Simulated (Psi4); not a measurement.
# B3LYP/6-31G(d) (spherical functions) run of S2F2 (Thio-thionyl fluoride)

What is the vertical ionisation energy of S2F2 (Thio-thionyl fluoride) at B3LYP/6-31G* (spherical functions)? 

The results are computed with Psi4 1.11.

### 1 Starting point

S2F2 has 4 atoms, charge 0, and is taken as a singlet. As SMILES, `FS(F)=S`. The coordinates come from a PBE0-D4/def2-TZVP relaxation.

Bond lengths: F1–S2 1.606 Å, S2–F3 1.606 Å, S2–S4 1.859 Å. Angles: F1–S2–F3 92.0°, F1–S2–S4 107.9°, F3–S2–S4 107.9°.

### 2 Energy and forces at B3LYP/6-31G(d) (spherical functions)

Contents of input.dat:

```
memory 1600 MB

molecule system {
  F      0.734930     0.336790     1.199050
  S     -0.480890    -0.090070     0.240730
  F      0.313460    -1.382440    -0.286190
  S     -0.567510     1.135710    -1.153590
  symmetry c1
}

set {
  basis                6-31G*
  reference            rks
  puream               true
  e_convergence        1e-09
  d_convergence        1e-08
  scf_type             pk
  dft_radial_points    99
  dft_spherical_points 590
}

e, wfn = gradient("b3lyp", return_wfn=True)
oeprop(wfn, "WIBERG_LOWDIN_INDICES", "LOWDIN_CHARGES", "DIPOLE")
```

On the command line:

```sh
$ psi4 -i input.dat -o output.dat -n 1
```

output.dat:

```text
[...]
  Running in c1 symmetry.
[...]
  Nuclear repulsion =  240.671041710624763
[...]
  Multiplicity = 1
[...]
  Nalpha       = 25
  Nbeta        = 25
[...]
    Number of basis functions: 64
[...]
   @RKS iter   1:  -995.88171949406455    1.68445e-01   7.70311e-03 ADIIS/DIIS
[...]
   @RKS iter  12:  -995.99194356767055   -1.93268e-12   6.92200e-09 DIIS
[...]
    Orbital Energies [Eh]
    ---------------------
    Doubly Occupied:
       1A    -89.090256     2A    -88.874660     3A    -24.739252
       4A    -24.739207     5A     -8.142075     6A     -7.957463
       7A     -6.106595     8A     -6.105608     9A     -6.097026
      10A     -5.922246    11A     -5.914906    12A     -5.912349
      13A     -1.277610    14A     -1.224493    15A     -0.874839
      16A     -0.680584    17A     -0.577885    18A     -0.538746
      19A     -0.512081    20A     -0.461282    21A     -0.458405
      22A     -0.437306    23A     -0.362514    24A     -0.307847
      25A     -0.282627
[...]
  @RKS Final Energy:  -995.99194356767055
   => Energetics <=
    Nuclear Repulsion Energy =            240.6710417106247633
    One-Electron Energy =               -1856.5251534002418339
    Two-Electron Energy =                 678.2398122273857552
    DFT Exchange-Correlation Energy =     -58.3776441054391384
    Empirical Dispersion Energy =           0.0000000000000000
    VV10 Nonlocal Energy =                  0.0000000000000000
    Total Energy =                       -995.9919435676705461
[...]
  -Total Gradient:
     Atom            X                  Y                   Z
    ------   -----------------  -----------------  -----------------
       1       -0.016365050803    -0.005702065537    -0.013722429147
       2        0.024919273785     0.004416600177    -0.012173859474
       3       -0.010506382493     0.018171393231     0.006904461184
       4        0.001959251529    -0.016907106878     0.019014339458
[...]
 Multipole Moments:
 ------------------------------------------------------------------------------------
     Multipole            Electronic (a.u.)      Nuclear  (a.u.)        Total (a.u.)
 ------------------------------------------------------------------------------------
 L = 1.  Multiply by 2.5417464519 to convert [e a0] to [Debye]
 Dipole X            :          0.9036081           -1.2613671           -0.3577590
 Dipole Y            :         -1.4131395            1.2580585           -0.1550810
 Dipole Z            :          1.3793789           -1.0982994            0.2810795
 Magnitude           :                                                    0.4806738
[...]
```

Wall time 12 s (1 thread of Intel Xeon at 2.70GHz, shared host); peak memory 0.58 GiB.

### 3 The doublet cation, same level

Contents of input.inp:

```
memory 1600 MB

molecule {
  1 2
  F
  S 1 R2
  F 2 R3 1 A3
  S 2 R4 1 A4 3 D4

  R2 = 1.605866
  R3 = 1.605882
  A3 = 92.01851
  R4 = 1.858539
  A4 = 107.91931
  D4 = -109.56975
  symmetry c1
}

set {
  basis                6-31G*
  reference            uks
  puream               true
  e_convergence        1e-09
  d_convergence        1e-08
  scf_type             pk
  dft_radial_points    99
  dft_spherical_points 590
  maxiter              100
}

e_tot, wfn = gradient("b3lyp", return_wfn=True)
oeprop(wfn, "MULLIKEN_CHARGES", "QUADRUPOLE", "LOWDIN_CHARGES")
```

On the command line:

```sh
$ psi4 input.inp input.out -n 1
```

input.out, shortened:

```text
[...]
  Running in c1 symmetry.
[...]
  Nuclear repulsion =  240.671039639156533
[...]
  Multiplicity = 2
[...]
  Nalpha       = 25
  Nbeta        = 24
[...]
    Number of basis functions: 64
[...]
   @UKS iter   1:  -995.50812849789349    5.42036e-01   7.30184e-03 DIIS/ADIIS
[...]
   @UKS iter  15:  -995.60960352620953   -7.95808e-13   3.95420e-09 DIIS
[...]
   @S^2 Observed:                7.553680198E-01
[...]
  @UKS Final Energy:  -995.60960352620953
   => Energetics <=
    Nuclear Repulsion Energy =            240.6710396391565325
    One-Electron Energy =               -1842.6180587964781807
    Two-Electron Energy =                 664.4185069218057151
    DFT Exchange-Correlation Energy =     -58.0810912906936636
    Empirical Dispersion Energy =           0.0000000000000000
    VV10 Nonlocal Energy =                  0.0000000000000000
    Total Energy =                       -995.6096035262095256
[...]
  -Total Gradient:
     Atom            X                  Y                   Z
    ------   -----------------  -----------------  -----------------
       1       -0.002525499178    -0.006142186563    -0.010234669730
       2       -0.045866783868     0.037142123137     0.035848007564
       3       -0.002525657781    -0.010452796454    -0.005777448174
       4        0.050943539288    -0.020561003555    -0.019849280828
[...]
 Multipole Moments:
 ------------------------------------------------------------------------------------
     Multipole            Electronic (a.u.)      Nuclear  (a.u.)        Total (a.u.)
 ------------------------------------------------------------------------------------
 L = 1.  Multiply by 2.5417464519 to convert [e a0] to [Debye]
 Dipole X            :          0.6466676           -1.0023556           -0.3556879
 Dipole Y            :         -0.5876327            1.3217785            0.7341458
 Dipole Z            :         -0.5673119            1.2760114            0.7086995
 Magnitude           :                                                    1.0806197
 L = 2.  Multiply by 1.3450342976 to convert [e a0^2] to [Debye ang]
 Quadrupole XX       :       -126.8705675          107.8892000          -18.9813675
 Quadrupole XY       :         64.6552837          -65.8751303           -1.2198466
[...]
  Mulliken Charges: (a.u.)
   Center  Symbol    Alpha    Beta     Spin     Total
[...]
```

Run time: 18 s. Hardware: 1 thread of Intel Xeon at 2.70GHz, shared host; peak memory 0.59 GiB.

### 4 Summary of results

Level: B3LYP/6-31G* (spherical functions).

```
                                          quantity          value
                        singlet S2F2: total energy  -995.99194 Eh
                       singlet S2F2: dipole moment         1.22 D
                         singlet S2F2: HOMO energy       -7.69 eV
                         singlet S2F2: LUMO energy       -2.16 eV
                       singlet S2F2: HOMO–LUMO gap        5.54 eV
            singlet S2F2: largest force on an atom     1.444 eV/Å
                      doublet cation: total energy  -995.60960 Eh
doublet cation: HOMO energy (highest over α and β)      -15.78 eV
 doublet cation: LUMO energy (lowest over α and β)      -13.10 eV
                              doublet cation: ⟨S²⟩          0.755
          doublet cation: largest force on an atom     3.551 eV/Å
vertical ionisation energy (to the doublet cation)      10.404 eV
```

Removing an electron at fixed nuclei costs 10.40 eV (1004 kJ/mol). The largest force (singlet S2F2) is 1.44 eV/Å: the shape isn't a stationary point for this species at this level. −ε(HOMO) before ionisation, 7.69 eV, is 2.71 eV below this ionisation energy.
